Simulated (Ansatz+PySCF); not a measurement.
A calculation with Ansatz (development build ahead of 0.2.0).

```yaml
crystal:
  periodic: [false, false, false]
  atoms:
    - { symbol: Mg, position_ang: [0.0, 0.0, 0.0] }
    - { symbol: S, position_ang: [0.79362, 1.05816, 2.29099] }
basis:
  gaussian: { orbitals: STO-3G }
magnetization:
  spin_polarized: true
  initial_magnetization: 2
hamiltonian:
  xc: hf
correlation:
  method: ccsd_t
  frozen_orbitals: { Mg: 1, S: 5 }
scf:
  omitted_lower_state_checks: [stability, starts, atomic_configurations, cluster_reference, orbital_swaps, given_window_search, neighbouring_geometries, increment]
```

The input is written out in the form of the current development build from the run's settings.

The run gave:

```json
{"Converged": "yes", "Reference energy": "-590.18310 hartree", "CCSD correlation energy": "-0.04132 hartree", "Triples correction": "-0.00131 hartree", "Total energy": "-590.22573 hartree", "Spin squared of the determinant": "2.046", "T1 diagnostic": "0.019", "Largest doubles amplitude": "0.11", "Occupied orbitals by symmetry in an Abelian subgroup (alpha; beta)": "9 A1 3 B1 3 B2; 8 A1 3 B1 2 B2"}
```
